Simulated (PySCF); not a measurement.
AlCl3, SMILES [Cl][Al]([Cl])[Cl]. Geometry: PBE0-D3(BJ)/def2-SVP. The isomer is the one that the SMILES or the coordinates give; other isomers of the formula were not compared.

Calculation: PBE0-D3(BJ)/def2-SVP (PySCF 2.14.0).

Harmonic wavenumbers (cm⁻¹): 146, 146, 203, 387, 640, 640. Rotational constants (GHz): 2.201, 2.201, 1.101; symmetry number 6.

Task: Work out the zero-point energy and the ideal-gas rigid-rotor harmonic-oscillator thermochemistry at 298.15 K and 1 atm.

Result: ZPE = ½ Σ hcν = ½ × 2161 cm⁻¹ = 12.92 kJ/mol. H − E(el) = 29.29 kJ/mol. Entropy in J/(mol K): translation 169.77, rotation 104.31, vibration 39.07, total 313.15. G − E(el) = -64.07 kJ/mol. Cp = 71.11 J/(mol K). Modes under 150 cm⁻¹ make the vibrational entropy uncertain.
